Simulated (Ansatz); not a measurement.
C4H6O2 can be A, `C/C=C(\O)C=O`, or B, `C=CCOC=O`.

Program: Ansatz. Geometries: PBE0-D4/def2-TZVP. ΔE: electronic, gas phase. CCSD(T)/CBS adds triple-zeta CCSD(T) − MP2 to the extrapolated MP2 energy (def2 sets, frozen cores). Functionals use def2-TZVPP. B3LYP here is the variant with VWN-RPA as its local correlation; programs differ in this. Each species was taken in one conformer, which may not be the lowest.

A:

Z-matrix (Å, degrees):
```
C
C 1 1.482
H 1 1.095 2 110.6
H 1 1.095 2 110.6 3 -117.6
H 1 1.089 2 111.9 3 121.2
C 2 1.335 1 125.5 3 -121.0
H 2 1.085 1 119.4 3 59.0
C 6 1.474 2 121.3 1 -180.0
O 6 1.361 2 122.1 1 0.0
O 8 1.201 6 126.2 2 -0.1
H 8 1.119 6 113.6 2 179.9
H 9 0.962 6 109.4 2 179.9
```

B:

```xyz
12

C    -0.917    1.551   -1.386
C     0.107    1.029   -0.729
C    -0.042    0.083    0.406
O     0.749   -1.084    0.121
C     0.794   -1.992    1.091
O     0.241   -1.917    2.148
H    -0.771    2.270   -2.184
H    -1.941    1.282   -1.146
H     1.125    1.305   -0.989
H     0.317    0.520    1.344
H    -1.084   -0.212    0.554
H     1.424   -2.835    0.769
```

(1) Which is lower in electronic energy at CCSD(T)/CBS, and by how much? (An estimate is asked.)

(2) Give E(B) − E(A) in kcal/mol with PBE0-D4, ωB97M-V, B2PLYP, CCSD/def2-TZVPP, B3LYP-D4, r2SCAN-D4, PBE-D4. (Best estimate.)

Largest T1 diagnostic: 0.015.

Answers

(1) Ansatz gave: B, by 4.5 kcal/mol.

(2) The calculation gave: PBE0-D4 -2.3, ωB97M-V -4.5, B2PLYP -4.5, CCSD/def2-TZVPP -5.6, B3LYP-D4 -3.4, r2SCAN-D4 -2.4, PBE-D4 -1.2. None reverses the order clearly.

In def2-TZVPP, CCSD(T) changes the Hartree–Fock value by +4.3 kcal/mol (the triples alone add +0.7 kcal/mol) and MP2 by +5.1 kcal/mol. From PBE to PBE0 (25 % exact exchange), in def2-TZVPP and without D4, E(B) − E(A) moves by −1.1 kcal/mol.
